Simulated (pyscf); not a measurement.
Structures and frequencies: ωB97X-D3(BJ)/def2-SVP in PySCF.

Q: PBE/def2-TZVP puts the barrier of H₃Si–In=AsH + hydrogen (H₂) -> H₂As–In [singlet] + silane (SiH₄) (concerted two-bond exchange; singlet surface; In–Si, H–H broken, As–H, H–Si formed) at 132.9 kJ/mol and the reaction energy at -59.8 kJ/mol, from the separated reactants. What do B3LYP-D3(BJ)/def2-TZVP, PBE0-D3(BJ)/def2-TZVP, ωB97M-D3(BJ)/def2-TZVP give on the same structures?

A: B3LYP-D3(BJ): ΔE‡ = 154.3 kJ/mol, ΔE = -80.1 kJ/mol; PBE0-D3(BJ): ΔE‡ = 150.0 kJ/mol, ΔE = -65.7 kJ/mol; ωB97M-D3(BJ): ΔE‡ = 176.4 kJ/mol, ΔE = -86.6 kJ/mol. PBE's barrier lies under all of them, by 17.1 to 43.5 kJ/mol. Its reaction energy lies over all of them, by 5.9 to 26.8 kJ/mol. Low barriers are usual for a GGA, whose delocalisation error favours stretched bonds. On the product side the descent ends in a complex (not fully relaxed), 21.8 kJ/mol under the separated species and 269.9 kJ/mol under the saddle at ωB97X-D3(BJ)/def2-TZVP. At ωB97X-D3(BJ)/def2-TZVP the barrier from the zero used here is 191.7 kJ/mol. This is the saddle that the search found; another between the same sides may lie lower. Elements up to Kr have no core potential and no relativistic terms here. Elements past Kr carry the def2 core potentials, without spin-orbit coupling.
